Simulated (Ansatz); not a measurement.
**CH3N2 (doublet): from Hartree-Fock to the top rungs at distance N1–H4 along a hydrogen transfer = 1.012 Å, cc-pVDZ**

An exercise on one series of results from a longer session: the logs are not shown, and one member is left open.

Computed with Ansatz 0.2.0, Gaussian basis. Level: cc-pVDZ, core rule «outside noble gas», up to 3 orbitals frozen.

Plan: UHF; CCSD(T) on ROHF; CCSD(T) on UHF; BCCD(T) on ROHF; CISD; CCSDT(Q) on ROHF; CCSDT(Q) on UHF; CASSCF and MRCISD+Q, 3 electrons in 3 orbitals; CASSCF and NEVPT2, 3 electrons in 3 orbitals.

## What is computed

The geometry derives from fragments relaxed apart (PBE0/def2-TZVP) and kept rigid, so it is no stationary point. A hydrogen atom is moved between rigid fragments.

6 atoms, charge 0, spin multiplicity 2.

Atoms are counted from 1 here; the program's logs count them from 0.

Bond lengths: N1–H2 1.012 Å, N1–H3 1.012 Å, N1–H4 1.012 Å, N5–C6 1.160 Å. Angles: H2–N1–H3 107.1°, H2–N1–H4 107.1°, H3–N1–H4 107.1°.

Set-up of the first run:

Contents of in.yaml:

```yaml
crystal:
  periodic: [false, false, false]
  atoms:
    - {symbol: N, position_ang: [-1.858313, -0.013242, -0.020610]}
    - {symbol: H, position_ang: [-2.155593, 0.954591, -0.020610]}
    - {symbol: H, position_ang: [-2.155592, -0.415541, 0.859649]}
    - {symbol: H, position_ang: [-0.845853, -0.013242, -0.020611]}
    - {symbol: N, position_ang: [1.735771, -0.013241, -0.020611]}
    - {symbol: C, position_ang: [0.575687, -0.013241, -0.020611]}
basis:
  gaussian: {orbitals: cc-pVDZ}
magnetization: {spin_polarized: true, initial_magnetization: 1}
hamiltonian: {xc: hf}
output: {orbitals: {seedname: orbitals}}
```

On the command line:

```
$ ansatz run in.yaml --threads 1 --pin off --events-out ev --progress --plain --max-ram 4096MiB --backend cpu
```

Among the steps run: UHF; CCSD(T) on ROHF; CCSD(T) on UHF; BCCD(T) on ROHF; CISD; CCSDT(Q) on ROHF; CCSDT(Q) on UHF; CASSCF and MRCISD+Q, 3 electrons in 3 orbitals; CASSCF and NEVPT2, 3 electrons in 3 orbitals.

One table of the session follows, with a row left open; its other results are not shown here.

It belongs to the step «Misses and costs». 

```
       method  from UCCSDT(Q) (kJ/mol)
         ROHF                  +1361.2
          UHF                  +1311.8
         RMP2                   +110.6
         UMP2                   +180.7
         CISD                   +219.1
        RCCSD                    +58.4
        UCCSD                    +58.3
     RCCSD(T)                     +7.8
     UCCSD(T)                        ?
      BCCD(T)                     +7.8
       RCCSDT                     +5.8
       UCCSDT                     +5.9
    RCCSDT(Q)                     +0.3
    UCCSDT(Q)                        0
  CASSCF pair                  +1278.6
  NEVPT2 pair                   +118.7
  MRCISD pair                   +199.4
MRCISD+Q pair                    +49.6
```

Estimate the missing values for UCCSD(T).

**Answer.** from UCCSDT(Q) (kJ/mol): +11.2. In the column «from UCCSDT(Q) (kJ/mol)» it lies between BCCD(T) (+7.8) and MRCISD+Q pair (+49.6).

Caveats from the session: Restricted and unrestricted rows rest on different reference determinants; where their highest levels disagree by more than a few hundredths of an eV, they describe different states and don't form one ladder.
